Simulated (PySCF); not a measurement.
Values are calculated unless marked as measured or tabulated.
A vibrational averaging run on pyrimidine, C4H4N2, SMILES c1cncnc1. A sound run at B3LYP/pcSseg-1 gave B0 = 6238, 6052, 3071 MHz, harmonic ZPE 16831 cm⁻¹, lowest mode 355 cm⁻¹ and averaged shieldings 48.79, 12.07, -93.61, 7.74, -93.63, 12.07, 24.11, 22.33, 21.67, 22.32 ppm.

Input of the run in question:

```
{"job": {"xc": "B3LYP", "basis": "pcSseg-1", "grid": 2, "temperatures": [250, 700], "no_opt": true, "kind": "iso"}, "charge": 0, "multiplicity": 1}
C     -1.049180     0.439486     0.046004
C     -0.817325    -0.927300     0.111153
N      0.402839    -1.436597     0.047770
C      1.397257    -0.577444    -0.081791
N      1.296106     0.737273    -0.153724
C      0.074403     1.242782    -0.089525
H     -2.043112     0.853030     0.097292
H     -1.624365    -1.641527     0.216450
H      2.395661    -0.992703    -0.134509
H      0.003246     2.321617    -0.149232
```

Command: OMP_NUM_THREADS=1 python ens_run.py task.json out

Output:

```
parent
  Be/MHz 6366.757 6197.662 3140.536
  B0/MHz 6323.497 6160.729 3119.909
  ZPE/cm-1 16996.6
  <sigma>(0 K)/ppm 48.842 12.330 -92.610 8.254 -92.629 12.321 24.110 22.328 21.677 22.328
2H at atom 6
  Be/MHz 6197.662 5919.698 3027.746
  B0/MHz 6160.348 5880.916 3008.172
  ZPE/cm-1 16284.3
  <sigma>(0 K)/ppm 49.228 12.427 -92.566 8.228 -92.587 12.419 24.186 22.327 21.673 22.326
```

Problem. What is doubtful here, and how much did it matter?

Solution. The setting at fault: geometry not optimised at the level of the force field. The isotope effects on the shieldings at 0 K read 386, 96, 43, -26, 43, 98, 76, -2, -4, -2 ppb against 402, 88, 44, -28, 42, 89, 76, -2, -4, -2 ppb in the sound run, and B0 − Be of the smallest constant -20.6 against -22 MHz.
